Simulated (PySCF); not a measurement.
# BeN₂H₂, a complex of two parts: interaction energy, part 2 of 3

PySCF 2.14.0. Atoms count from 0, parts from 1. The steps go on from the part before.

## (5) Coupled-cluster interaction energy: CCSD(T) and MP2, 2.04 Å

Job settings and geometry (Å):

```
{"job": {"kind": "intercc", "basis": "aug-cc-pVDZ", "basis_mid": "aug-cc-pVTZ", "basis_large": "aug-cc-pVQZ"}, "charge": 0, "multiplicity": 1, "parts": [{"atoms": "0-2", "charge": 0, "multiplicity": 1}, {"atoms": "3-4", "charge": 0, "multiplicity": 1}]}
Be    -0.290443     0.120491    -0.070770
H      0.566290     1.102288    -0.428646
H     -0.499984    -1.141353     0.367392
N     -2.151670     0.918377    -0.296438
N     -3.147198     1.344457    -0.410332
```

Method: CCSD(T)/aug-cc-pVDZ and MP2/aug-cc-pVTZ, aug-cc-pVQZ counterpoise interaction energy, frozen core, gas phase.

Standard output:

```text
part 1, own basis, geometry of the cluster: E = -15.7639482795 (as before)

part 2, own basis, geometry of the cluster: E = -108.9861283341 (as before)

part 1, own basis, relaxed alone: E = -15.7719336998 (as before)

part 2, own basis, relaxed alone: E = -108.9860437570 (as before)

cluster
final grid: 4432 points
cycle   1  E = -124.7496583961  dE = -1.572e-02  |g| = 7.432e-02  |ddm| = 1.852e+00
cycle   2  E = -124.7512439145  dE = -1.586e-03  |g| = 5.606e-02  |ddm| = 3.015e-01
cycle   3  E = -124.7518917644  dE = -6.478e-04  |g| = 1.479e-02  |ddm| = 6.918e-02
cycle   4  E = -124.7520168638  dE = -1.251e-04  |g| = 1.952e-03  |ddm| = 6.137e-02
cycle   5  E = -124.7520196169  dE = -2.753e-06  |g| = 8.203e-04  |ddm| = 7.457e-03
cycle   6  E = -124.7520202968  dE = -6.799e-07  |g| = 4.179e-04  |ddm| = 3.157e-03
cycle   7  E = -124.7520205833  dE = -2.865e-07  |g| = 1.047e-04  |ddm| = 1.952e-03
cycle   8  E = -124.7520206004  dE = -1.710e-08  |g| = 1.365e-05  |ddm| = 5.855e-04
cycle   9  E = -124.7520206006  dE = -1.302e-10  |g| = 3.155e-06  |ddm| = 7.925e-05
converged SCF energy = -124.7520206006

part 1 in the basis of the cluster
final grid: 4432 points
cycle   1  E = -15.7640173477  dE = -7.323e-05  |g| = 1.796e-03  |ddm| = 3.930e-01
cycle   2  E = -15.7640183159  dE = -9.682e-07  |g| = 2.293e-04  |ddm| = 3.985e-02
cycle   3  E = -15.7640183397  dE = -2.380e-08  |g| = 1.971e-05  |ddm| = 6.508e-03
cycle   4  E = -15.7640183400  dE = -2.945e-10  |g| = 3.017e-06  |ddm| = 6.758e-04
converged SCF energy = -15.7640183400

part 2 in the basis of the cluster
final grid: 4432 points
cycle   1  E = -108.9863553984  dE = -2.264e-04  |g| = 2.764e-03  |ddm| = 1.581e+00
cycle   2  E = -108.9863575949  dE = -2.196e-06  |g| = 3.203e-04  |ddm| = 1.596e-01
cycle   3  E = -108.9863576322  dE = -3.727e-08  |g| = 3.118e-05  |ddm| = 1.961e-02
cycle   4  E = -108.9863576325  dE = -2.980e-10  |g| = 1.559e-05  |ddm| = 6.604e-04
converged SCF energy = -108.9863576325

Interaction energy (kcal/mol)
  counterpoise       -5.152
  uncorrected        -5.856
  dispersion part     0.000
  deformation         4.756
  binding            -0.397

Decomposition of the uncorrected value (kcal/mol)
  electrostatic     -13.290
  Pauli              23.412
  orbital           -11.345
  dispersion          0.000
  correlation        -4.634

Charge of each part in the cluster: -0.055 0.055
part 1, own basis, geometry of the cluster: E = -15.7650081506 (as before)

part 2, own basis, geometry of the cluster: E = -108.9930392218 (as before)

part 1, own basis, relaxed alone: E = -15.7730139789 (as before)

part 2, own basis, relaxed alone: E = -108.9929496961 (as before)

cluster
final grid: 4432 points
cycle   1  E = -124.7575084861  dE = -1.543e-02  |g| = 7.427e-02  |ddm| = 1.265e+00
cycle   2  E = -124.7591020483  dE = -1.594e-03  |g| = 5.605e-02  |ddm| = 2.036e-01
cycle   3  E = -124.7597474875  dE = -6.454e-04  |g| = 1.486e-02  |ddm| = 6.876e-02
cycle   4  E = -124.7598735644  dE = -1.261e-04  |g| = 2.013e-03  |ddm| = 5.458e-02
cycle   5  E = -124.7598763665  dE = -2.802e-06  |g| = 8.341e-04  |ddm| = 6.604e-03
cycle   6  E = -124.7598770597  dE = -6.933e-07  |g| = 4.224e-04  |ddm| = 2.546e-03
cycle   7  E = -124.7598773492  dE = -2.895e-07  |g| = 1.114e-04  |ddm| = 1.894e-03
cycle   8  E = -124.7598773685  dE = -1.928e-08  |g| = 1.439e-05  |ddm| = 5.939e-04
cycle   9  E = -124.7598773686  dE = -1.472e-10  |g| = 3.252e-06  |ddm| = 6.456e-05
converged SCF energy = -124.7598773686

part 1 in the basis of the cluster
final grid: 4432 points
cycle   1  E = -15.7650088799  dE = -3.939e-06  |g| = 3.637e-04  |ddm| = 1.431e-01
cycle   2  E = -15.7650089076  dE = -2.766e-08  |g| = 3.382e-05  |ddm| = 1.740e-02
cycle   3  E = -15.7650089081  dE = -4.819e-10  |g| = 3.000e-06  |ddm| = 2.481e-03
converged SCF energy = -15.7650089081

part 2 in the basis of the cluster
final grid: 4432 points
cycle   1  E = -108.9930911996  dE = -5.109e-05  |g| = 1.228e-03  |ddm| = 9.681e-01
cycle   2  E = -108.9930916385  dE = -4.389e-07  |g| = 1.267e-04  |ddm| = 7.710e-02
cycle   3  E = -108.9930916450  dE = -6.492e-09  |g| = 8.766e-06  |ddm| = 7.282e-03
cycle   4  E = -108.9930916450  dE = -3.365e-11  |g| = 3.677e-06  |ddm| = 2.147e-04
converged SCF energy = -108.9930916450

Interaction energy (kcal/mol)
  counterpoise       -5.407
  uncorrected        -5.766
  dispersion part     0.000
  deformation         4.806
  binding            -0.601

Decomposition of the uncorrected value (kcal/mol)
  electrostatic     -13.012
  Pauli              23.032
  orbital           -11.170
  dispersion          0.000
  correlation        -4.616

Charge of each part in the cluster: -0.055 0.055
part 1 in the basis of the cluster: E(HF) = -15.760531338  E2 = -0.053398194  E(CCSD corr) = -0.070660914  (T) = -0.000519070
part 2 in the basis of the cluster: E(HF) = -108.961756532  E2 = -0.315287341  E(CCSD corr) = -0.318534691  (T) = -0.013210468
cluster: E(HF) = -124.722534653  E2 = -0.374602859  E(CCSD corr) = -0.393616149  (T) = -0.014499232

Counterpoise interaction energy (kcal/mol)
  hf_small                  -0.155
  mp2_small                 -3.868
  ccsd_small                -2.929
  ccsdt_small               -3.412
  hf_large                  -1.115
  mp2_large                 -5.407
  hf_middle                 -1.032
  mp2_middle                -5.152
  scs_mp2_large             -4.585
  mp2_limit                 -5.532
  ccsdt_less_mp2             0.456
  ccsdt_limit_estimate      -5.076
  bsse_mp2_large             0.359
```

It took 54 s on 1 thread of Arm Neoverse N1, shared host; peak memory 0.62 GiB.

Contacts at this geometry (a selection, picked against the atoms' radii; other short pairs can be missing):

```
   atoms  distance (Å)  kind (by distance and angle)  angle (°)
Be0···N3          2.04                  coordination          –
```

Differences are taken before rounding.

| method | interaction energy (kcal/mol) | from CCSD(T), limit estimate (kcal/mol) |
| --- | --- | --- |
| HF/aug-cc-pVDZ | -0.15 | +4.92 |
| MP2/aug-cc-pVDZ | -3.87 | +1.21 |
| CCSD/aug-cc-pVDZ | -2.93 | +2.15 |
| CCSD(T)/aug-cc-pVDZ | -3.41 | +1.66 |
| HF/aug-cc-pVQZ | -1.11 | +3.96 |
| MP2/aug-cc-pVQZ | -5.41 | -0.33 |
| SCS-MP2/aug-cc-pVQZ | -4.58 | +0.49 |
| MP2, extrapolated | -5.53 | -0.46 |
| CCSD(T), limit estimate | -5.08 | 0 |

These energies keep the parts at their geometry in the cluster; deforming them to it costs 4.81 kcal/mol (MP2).

## (6) Coupled-cluster interaction energy: CCSD(T) and MP2, 1.76 Å

Settings changed since step 5:

```diff
@@ -4,3 +4,3 @@
 H     -0.499984    -1.141353     0.367392
-N     -2.151670     0.918377    -0.296438
-N     -3.147198     1.344457    -0.410332
+N     -1.897867     0.809574    -0.265665
+N     -2.893395     1.235654    -0.379559
```

With the program's defaults for keys left out, this is: CCSD(T)/aug-cc-pVDZ and MP2/aug-cc-pVTZ, aug-cc-pVQZ counterpoise interaction energy, frozen core, gas phase.

Standard output:

```text
part 1, own basis, geometry of the cluster: E = -15.7639482795 (as before)

part 2, own basis, geometry of the cluster: E = -108.9861283341 (as before)

part 1, own basis, relaxed alone: E = -15.7719336998 (as before)

part 2, own basis, relaxed alone: E = -108.9860437570 (as before)

cluster
final grid: 4432 points
cycle   1  E = -124.7419460775  dE = -3.342e-02  |g| = 1.127e-01  |ddm| = 2.356e+00
cycle   2  E = -124.7451708022  dE = -3.225e-03  |g| = 8.784e-02  |ddm| = 4.115e-01
cycle   3  E = -124.7467182924  dE = -1.547e-03  |g| = 2.092e-02  |ddm| = 1.066e-01
cycle   4  E = -124.7469803645  dE = -2.621e-04  |g| = 3.411e-03  |ddm| = 8.903e-02
cycle   5  E = -124.7469902305  dE = -9.866e-06  |g| = 1.737e-03  |ddm| = 1.090e-02
cycle   6  E = -124.7469939721  dE = -3.742e-06  |g| = 8.562e-04  |ddm| = 6.186e-03
cycle   7  E = -124.7469952043  dE = -1.232e-06  |g| = 1.504e-04  |ddm| = 4.409e-03
cycle   8  E = -124.7469952332  dE = -2.897e-08  |g| = 1.767e-05  |ddm| = 7.902e-04
cycle   9  E = -124.7469952335  dE = -2.564e-10  |g| = 2.849e-06  |ddm| = 1.049e-04
converged SCF energy = -124.7469952335

part 1 in the basis of the cluster
final grid: 4432 points
cycle   1  E = -15.7640380410  dE = -9.460e-05  |g| = 2.079e-03  |ddm| = 5.393e-01
cycle   2  E = -15.7640392287  dE = -1.188e-06  |g| = 2.623e-04  |ddm| = 6.020e-02
cycle   3  E = -15.7640392592  dE = -3.055e-08  |g| = 2.580e-05  |ddm| = 1.002e-02
cycle   4  E = -15.7640392598  dE = -5.183e-10  |g| = 4.205e-06  |ddm| = 1.020e-03
converged SCF energy = -15.7640392598

part 2 in the basis of the cluster
final grid: 4432 points
cycle   1  E = -108.9864280286  dE = -2.984e-04  |g| = 3.230e-03  |ddm| = 1.979e+00
cycle   2  E = -108.9864309372  dE = -2.909e-06  |g| = 3.713e-04  |ddm| = 1.953e-01
cycle   3  E = -108.9864309865  dE = -4.934e-08  |g| = 3.505e-05  |ddm| = 2.302e-02
cycle   4  E = -108.9864309868  dE = -3.338e-10  |g| = 1.502e-05  |ddm| = 7.049e-04
converged SCF energy = -108.9864309868

Interaction energy (kcal/mol)
  counterpoise       -3.376
  uncorrected        -4.371
  dispersion part     0.000
  deformation         4.756
  binding             1.380

Decomposition of the uncorrected value (kcal/mol)
  electrostatic     -25.120
  Pauli              51.191
  orbital           -24.140
  dispersion          0.000
  correlation        -6.303

Charge of each part in the cluster: -0.069 0.069
part 1, own basis, geometry of the cluster: E = -15.7650081506 (as before)

part 2, own basis, geometry of the cluster: E = -108.9930392218 (as before)

part 1, own basis, relaxed alone: E = -15.7730139789 (as before)

part 2, own basis, relaxed alone: E = -108.9929496961 (as before)

cluster
final grid: 4432 points
cycle   1  E = -124.7498265471  dE = -3.279e-02  |g| = 1.128e-01  |ddm| = 1.736e+00
cycle   2  E = -124.7530361004  dE = -3.210e-03  |g| = 8.801e-02  |ddm| = 3.214e-01
cycle   3  E = -124.7545814447  dE = -1.545e-03  |g| = 2.097e-02  |ddm| = 1.064e-01
cycle   4  E = -124.7548431394  dE = -2.617e-04  |g| = 3.501e-03  |ddm| = 8.151e-02
cycle   5  E = -124.7548531817  dE = -1.004e-05  |g| = 1.760e-03  |ddm| = 1.029e-02
cycle   6  E = -124.7548569682  dE = -3.786e-06  |g| = 8.712e-04  |ddm| = 5.613e-03
cycle   7  E = -124.7548582374  dE = -1.269e-06  |g| = 1.615e-04  |ddm| = 4.386e-03
cycle   8  E = -124.7548582706  dE = -3.314e-08  |g| = 1.865e-05  |ddm| = 7.944e-04
cycle   9  E = -124.7548582709  dE = -2.863e-10  |g| = 2.943e-06  |ddm| = 1.075e-04
converged SCF energy = -124.7548582709

part 1 in the basis of the cluster
final grid: 4432 points
cycle   1  E = -15.7650094369  dE = -4.873e-06  |g| = 4.103e-04  |ddm| = 1.305e-01
cycle   2  E = -15.7650094703  dE = -3.336e-08  |g| = 3.695e-05  |ddm| = 1.434e-02
cycle   3  E = -15.7650094708  dE = -5.267e-10  |g| = 3.087e-06  |ddm| = 2.046e-03
converged SCF energy = -15.7650094708

part 2 in the basis of the cluster
final grid: 4432 points
cycle   1  E = -108.9931010088  dE = -6.036e-05  |g| = 1.398e-03  |ddm| = 1.068e+00
cycle   2  E = -108.9931015778  dE = -5.690e-07  |g| = 1.513e-04  |ddm| = 8.993e-02
cycle   3  E = -108.9931015870  dE = -9.274e-09  |g| = 1.092e-05  |ddm| = 8.845e-03
cycle   4  E = -108.9931015871  dE = -5.079e-11  |g| = 4.984e-06  |ddm| = 2.447e-04
converged SCF energy = -108.9931015871

Interaction energy (kcal/mol)
  counterpoise       -3.869
  uncorrected        -4.358
  dispersion part     0.000
  deformation         4.806
  binding             0.937

Decomposition of the uncorrected value (kcal/mol)
  electrostatic     -24.938
  Pauli              50.669
  orbital           -23.731
  dispersion          0.000
  correlation        -6.358

Charge of each part in the cluster: -0.069 0.069
part 1 in the basis of the cluster: E(HF) = -15.760545737  E2 = -0.053587346  E(CCSD corr) = -0.070823336  (T) = -0.000527240
part 2 in the basis of the cluster: E(HF) = -108.961789360  E2 = -0.315489947  E(CCSD corr) = -0.318712458  (T) = -0.013230639
cluster: E(HF) = -124.715945693  E2 = -0.376796829  E(CCSD corr) = -0.395294442  (T) = -0.014729467

Counterpoise interaction energy (kcal/mol)
  hf_small                   4.009
  mp2_small                 -0.835
  ccsd_small                 0.396
  ccsdt_small               -0.214
  hf_large                   2.041
  mp2_large                 -3.869
  hf_middle                  2.181
  mp2_middle                -3.376
  scs_mp2_large             -2.625
  mp2_limit                 -4.128
  ccsdt_less_mp2             0.621
  ccsdt_limit_estimate      -3.507
  bsse_mp2_large             0.489
```

Run time: 53 s. Hardware: 1 thread of Arm Neoverse N1, shared host; peak memory 0.62 GiB.

Contacts at this geometry (a selection, picked against the atoms' radii; other short pairs can be missing):

```csv
atoms,distance (Å),kind (by distance and angle),angle (°)
Be0···N3,1.76,bonding distance,–
```

Differences are taken before rounding.

| method | interaction energy (kcal/mol) | from CCSD(T), limit estimate (kcal/mol) |
| --- | --- | --- |
| HF/aug-cc-pVDZ | 4.01 | +7.52 |
| MP2/aug-cc-pVDZ | -0.83 | +2.67 |
| CCSD/aug-cc-pVDZ | 0.40 | +3.90 |
| CCSD(T)/aug-cc-pVDZ | -0.21 | +3.29 |
| HF/aug-cc-pVQZ | 2.04 | +5.55 |
| MP2/aug-cc-pVQZ | -3.87 | -0.36 |
| SCS-MP2/aug-cc-pVQZ | -2.62 | +0.88 |
| MP2, extrapolated | -4.13 | -0.62 |
| CCSD(T), limit estimate | -3.51 | 0 |

These energies keep the parts at their geometry in the cluster; deforming them to it costs 4.81 kcal/mol (MP2).

## (7) Coupled-cluster interaction energy: CCSD(T) and MP2, 2.31 Å

Settings changed since step 6:

```diff
@@ -4,3 +4,3 @@
 H     -0.499984    -1.141353     0.367392
-N     -1.897867     0.809574    -0.265665
-N     -2.893395     1.235654    -0.379559
+N     -2.405474     1.027180    -0.327211
+N     -3.401002     1.453260    -0.441105
```

With the program's defaults for keys left out, this is: CCSD(T)/aug-cc-pVDZ and MP2/aug-cc-pVTZ, aug-cc-pVQZ counterpoise interaction energy, frozen core, gas phase.

Standard output:

```text
part 1, own basis, geometry of the cluster: E = -15.7639482795 (as before)

part 2, own basis, geometry of the cluster: E = -108.9861283341 (as before)

part 1, own basis, relaxed alone: E = -15.7719336998 (as before)

part 2, own basis, relaxed alone: E = -108.9860437570 (as before)

cluster
final grid: 4432 points
cycle   1  E = -124.7514699866  dE = -6.972e-03  |g| = 5.021e-02  |ddm| = 1.510e+00
cycle   2  E = -124.7521705486  dE = -7.006e-04  |g| = 3.832e-02  |ddm| = 2.305e-01
cycle   3  E = -124.7524718378  dE = -3.013e-04  |g| = 9.599e-03  |ddm| = 4.530e-02
cycle   4  E = -124.7525255811  dE = -5.374e-05  |g| = 1.169e-03  |ddm| = 4.065e-02
cycle   5  E = -124.7525265207  dE = -9.396e-07  |g| = 4.323e-04  |ddm| = 5.407e-03
cycle   6  E = -124.7525266804  dE = -1.597e-07  |g| = 2.034e-04  |ddm| = 1.935e-03
cycle   7  E = -124.7525267426  dE = -6.224e-08  |g| = 7.126e-05  |ddm| = 8.820e-04
cycle   8  E = -124.7525267510  dE = -8.362e-09  |g| = 1.113e-05  |ddm| = 3.856e-04
cycle   9  E = -124.7525267511  dE = -9.061e-11  |g| = 2.670e-06  |ddm| = 6.437e-05
converged SCF energy = -124.7525267511

part 1 in the basis of the cluster
final grid: 4432 points
cycle   1  E = -15.7639970951  dE = -5.301e-05  |g| = 1.477e-03  |ddm| = 2.767e-01
cycle   2  E = -15.7639978369  dE = -7.418e-07  |g| = 1.967e-04  |ddm| = 2.948e-02
cycle   3  E = -15.7639978555  dE = -1.858e-08  |g| = 1.584e-05  |ddm| = 4.831e-03
cycle   4  E = -15.7639978556  dE = -1.853e-10  |g| = 2.388e-06  |ddm| = 4.241e-04
converged SCF energy = -15.7639978556

part 2 in the basis of the cluster
final grid: 4432 points
cycle   1  E = -108.9863066663  dE = -1.779e-04  |g| = 2.390e-03  |ddm| = 1.313e+00
cycle   2  E = -108.9863083573  dE = -1.691e-06  |g| = 2.801e-04  |ddm| = 1.351e-01
cycle   3  E = -108.9863083871  dE = -2.985e-08  |g| = 3.021e-05  |ddm| = 1.714e-02
cycle   4  E = -108.9863083874  dE = -2.902e-10  |g| = 1.782e-05  |ddm| = 6.454e-04
converged SCF energy = -108.9863083874

Interaction energy (kcal/mol)
  counterpoise       -4.279
  uncorrected        -4.792
  dispersion part     0.000
  deformation         4.756
  binding             0.476

Decomposition of the uncorrected value (kcal/mol)
  electrostatic      -6.961
  Pauli              10.459
  orbital            -5.038
  dispersion          0.000
  correlation        -3.252

Charge of each part in the cluster: -0.035 0.035
part 1, own basis, geometry of the cluster: E = -15.7650081506 (as before)

part 2, own basis, geometry of the cluster: E = -108.9930392218 (as before)

part 1, own basis, relaxed alone: E = -15.7730139789 (as before)

part 2, own basis, relaxed alone: E = -108.9929496961 (as before)

cluster
final grid: 4432 points
cycle   1  E = -124.7593301458  dE = -6.897e-03  |g| = 5.036e-02  |ddm| = 9.216e-01
cycle   2  E = -124.7600451429  dE = -7.150e-04  |g| = 3.839e-02  |ddm| = 1.267e-01
cycle   3  E = -124.7603469829  dE = -3.018e-04  |g| = 9.721e-03  |ddm| = 4.529e-02
cycle   4  E = -124.7604018562  dE = -5.487e-05  |g| = 1.211e-03  |ddm| = 3.270e-02
cycle   5  E = -124.7604028201  dE = -9.639e-07  |g| = 4.434e-04  |ddm| = 4.296e-03
cycle   6  E = -124.7604029847  dE = -1.646e-07  |g| = 2.051e-04  |ddm| = 1.443e-03
cycle   7  E = -124.7604030469  dE = -6.223e-08  |g| = 7.461e-05  |ddm| = 7.934e-04
cycle   8  E = -124.7604030560  dE = -9.145e-09  |g| = 1.189e-05  |ddm| = 3.943e-04
cycle   9  E = -124.7604030561  dE = -1.056e-10  |g| = 2.754e-06  |ddm| = 4.702e-05
converged SCF energy = -124.7604030561

part 1 in the basis of the cluster
final grid: 4432 points
cycle   1  E = -15.7650078134  dE = -3.058e-06  |g| = 3.006e-04  |ddm| = 1.457e-01
cycle   2  E = -15.7650078393  dE = -2.591e-08  |g| = 3.203e-05  |ddm| = 1.644e-02
cycle   3  E = -15.7650078398  dE = -4.700e-10  |g| = 2.603e-06  |ddm| = 2.222e-03
converged SCF energy = -15.7650078398

part 2 in the basis of the cluster
final grid: 4432 points
cycle   1  E = -108.9930792320  dE = -3.939e-05  |g| = 1.027e-03  |ddm| = 7.986e-01
cycle   2  E = -108.9930795550  dE = -3.229e-07  |g| = 1.046e-04  |ddm| = 6.052e-02
cycle   3  E = -108.9930795595  dE = -4.577e-09  |g| = 6.938e-06  |ddm| = 5.543e-03
cycle   4  E = -108.9930795596  dE = -2.331e-11  |g| = 1.694e-06  |ddm| = 2.063e-04
converged SCF energy = -108.9930795596

Interaction energy (kcal/mol)
  counterpoise       -4.427
  uncorrected        -4.683
  dispersion part     0.000
  deformation         4.806
  binding             0.378

Decomposition of the uncorrected value (kcal/mol)
  electrostatic      -6.780
  Pauli              10.301
  orbital            -5.001
  dispersion          0.000
  correlation        -3.203

Charge of each part in the cluster: -0.035 0.035
part 1 in the basis of the cluster: E(HF) = -15.760515714  E2 = -0.053259381  E(CCSD corr) = -0.070529357  (T) = -0.000514248
part 2 in the basis of the cluster: E(HF) = -108.961707760  E2 = -0.315122056  E(CCSD corr) = -0.318380903  (T) = -0.013191646
cluster: E(HF) = -124.723869558  E2 = -0.372623995  E(CCSD corr) = -0.392081338  (T) = -0.014281550

Counterpoise interaction energy (kcal/mol)
  hf_small                  -1.033
  mp2_small                 -3.695
  ccsd_small                -3.023
  ccsdt_small               -3.384
  hf_large                  -1.453
  mp2_large                 -4.428
  hf_middle                 -1.393
  mp2_middle                -4.279
  scs_mp2_large             -3.879
  mp2_limit                 -4.492
  ccsdt_less_mp2             0.311
  ccsdt_limit_estimate      -4.181
  bsse_mp2_large             0.255
```

Run time: 53 s. Hardware: 1 thread of Arm Neoverse N1, shared host; peak memory 0.62 GiB.

Contacts at this geometry (a selection, picked against the atoms' radii; other short pairs can be missing):

```
   atoms  distance (Å)  kind (by distance and angle)  angle (°)
Be0···N3          2.31  inside the van der Waals sum          –
```

Differences are taken before rounding.

| method | interaction energy (kcal/mol) | from CCSD(T), limit estimate (kcal/mol) |
| --- | --- | --- |
| HF/aug-cc-pVDZ | -1.03 | +3.15 |
| MP2/aug-cc-pVDZ | -3.70 | +0.49 |
| CCSD/aug-cc-pVDZ | -3.02 | +1.16 |
| CCSD(T)/aug-cc-pVDZ | -3.38 | +0.80 |
| HF/aug-cc-pVQZ | -1.45 | +2.73 |
| MP2/aug-cc-pVQZ | -4.43 | -0.25 |
| SCS-MP2/aug-cc-pVQZ | -3.88 | +0.30 |
| MP2, extrapolated | -4.49 | -0.31 |
| CCSD(T), limit estimate | -4.18 | 0 |

These energies keep the parts at their geometry in the cluster; deforming them to it costs 4.81 kcal/mol (MP2).

(Continued in part 3 of 3.)
